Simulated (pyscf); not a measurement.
PySCF, gas phase, ωB97X-D3(BJ)/def2-SVP geometries.

Q: Estimate the classical barrier height and the reaction energy of HO–Si(OH)(OH)–F + HF + H₂O -> HO–Si(OH)(F)–F + H₂O + H₂O at ωB97M-D3(BJ)/def2-TZVP. The step runs on the singlet surface, breaks O–Si, F–H, H–O and forms F–Si, H–O, H–O; take the separated reactants as zero.

A: ΔE‡ = -0.27 eV, ΔE = -0.40 eV. Zero-point energy shifts the barrier by +0.22 eV. It is a multi-bond step, with an imaginary mode of 372i cm⁻¹. On the reactant side the descent ends in a bound adduct (not fully relaxed), 0.99 eV under the separated species and 0.74 eV under the saddle at ωB97X-D3(BJ)/def2-TZVP. On the product side the descent ends in an adduct with a O–Si contact, 0.45 eV under the separated species and 0.59 eV under the saddle at ωB97X-D3(BJ)/def2-TZVP. At ωB97M-D3(BJ) the saddle lies under the separated reactants, which points to a path from their complex (located at ωB97X-D3(BJ) alone). What is counted as broken (O–Si) persists as a longer contact in the product adduct; parting that adduct is a step of its own. One saddle was located; it need not be the lowest between these sides.
